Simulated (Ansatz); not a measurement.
**C₃H₉N: small, medium and large basis sets**

An exercise on one series of results from a longer session: the logs are not shown, and one member is left open.

The runs use Ansatz 0.2.0, Gaussian basis; one geometry, several basis sets.

Plan: PBE0-D4/def2-SVP; ωB97M-V/def2-SVP; PBE0-D4/def2-QZVPP; ωB97M-V/def2-QZVPP; the functionals' def2-TZVPP values are taken from earlier runs.

### The relaxed structure

An earlier PBE0-D4 in a triple-zeta def2 set relaxation fixed the geometry.

SMILES `CN(C)C`, 13 atoms, charge 0, spin multiplicity 1.

Atoms are counted from 1 here; the program's logs count them from 0.

Bond lengths: C1–N2 1.442 Å, C1–H5 1.092 Å, C1–H6 1.092 Å, C1–H7 1.107 Å, N2–C3 1.442 Å, N2–C4 1.442 Å, C3–H8 1.092 Å, C3–H9 1.107 Å, C3–H10 1.092 Å, C4–H11 1.092 Å, C4–H12 1.092 Å, C4–H13 1.107 Å. Angles: N2–C1–H5 109.9°, N2–C1–H6 109.9°, N2–C1–H7 112.8°, H5–C1–H6 108.1°, H5–C1–H7 107.9°, H6–C1–H7 107.9°, C1–N2–C3 111.5°, C1–N2–C4 111.5°, C3–N2–C4 111.5°, N2–C3–H8 109.9°, N2–C3–H9 112.8°, N2–C3–H10 109.9°, H8–C3–H9 107.9°, H8–C3–H10 108.1°, H9–C3–H10 107.9°, N2–C4–H11 109.9°, N2–C4–H12 109.9°, N2–C4–H13 112.8° and more.

The first run:

Contents of in.yaml:

```yaml
crystal:
  periodic: [false, false, false]
  atoms:
    - {symbol: C, position_ang: [-0.521754, 1.002373, -0.780636]}
    - {symbol: N, position_ang: [-0.421412, -0.038474, 0.212334]}
    - {symbol: C, position_ang: [0.542700, 0.295841, 1.231233]}
    - {symbol: C, position_ang: [-0.130492, -1.315889, -0.390176]}
    - {symbol: H, position_ang: [-1.296814, 0.750050, -1.508009]}
    - {symbol: H, position_ang: [-0.797202, 1.946280, -0.304590]}
    - {symbol: H, position_ang: [0.424329, 1.161967, -1.332041]}
    - {symbol: H, position_ang: [0.268165, 1.239184, 1.708927]}
    - {symbol: H, position_ang: [1.569395, 0.401875, 0.832175]}
    - {symbol: H, position_ang: [0.558514, -0.481429, 1.998732]}
    - {symbol: H, position_ang: [-0.905143, -1.570026, -1.117351]}
    - {symbol: H, position_ang: [-0.115389, -2.094513, 0.375963]}
    - {symbol: H, position_ang: [0.845304, -1.331939, -0.911863]}
basis:
  gaussian: {orbitals: def2-SVP}
hamiltonian: {xc: pbe0, dispersion: d4}
output: {orbitals: {seedname: orbitals}}
```

Launch:

```sh
ansatz run in.yaml --threads 4 --pin off --events-out ev --progress --plain --max-ram 10444MiB
```

Among the steps run: PBE0-D4 in def2-SVP; ωB97M-V in def2-SVP; PBE0-D4 in def2-QZVPP; ωB97M-V in def2-QZVPP.

One table of the session follows, with a row left open; its other results are not shown here.

It belongs to the step «Functionals by basis». 

| functional | basis | HOMO (eV) | LUMO (eV) |
| --- | --- | --- | --- |
| PBE0-D4 | def2-SVP | -5.99 | 1.77 |
| PBE0-D4 | def2-TZVPP | -6.15 | 1.20 |
| PBE0-D4 | def2-QZVPP | -6.18 | 0.70 |
| ωB97M-V | def2-SVP | -8.33 | 3.42 |
| ωB97M-V | def2-TZVPP | ? | ? |
| ωB97M-V | def2-QZVPP | -8.51 | 1.85 |

**Question.** Estimate the row for ωB97M-V, def2-TZVPP.

The run gave: HOMO (eV): -8.48; LUMO (eV): 2.66. In the column «HOMO (eV)» it lies between ωB97M-V, def2-QZVPP (-8.51) and ωB97M-V, def2-SVP (-8.33).
